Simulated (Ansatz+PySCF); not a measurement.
Results of a calculation; reference values are marked as such.
## PySCF 2.14.0 run

```python
from pyscf import gto, scf

mol = gto.M(atom="""
O -1.456090 -0.157030 0.000000
H -1.905120 0.693580 0.000000
H -0.516020 0.087830 0.000000
O 1.373520 0.161830 0.000000
H 1.540850 -0.409930 -0.758430
H 1.540850 -0.409930 0.758430
""", basis='aug-cc-pvdz', charge=-1, spin=1)
mf = scf.ROHF(mol)
mf.kernel()
print(mf.converged, mf.e_tot, mf.spin_square()[0])
```

The script is written out from the run's settings.

The run gave:

```yaml
Converged: yes
Total_energy: -152.05795 hartree
Spin_squared_of_the_determinant: 0.750
Cycles: 11
```

Caution: the charge can sit on one fragment and break the point group.
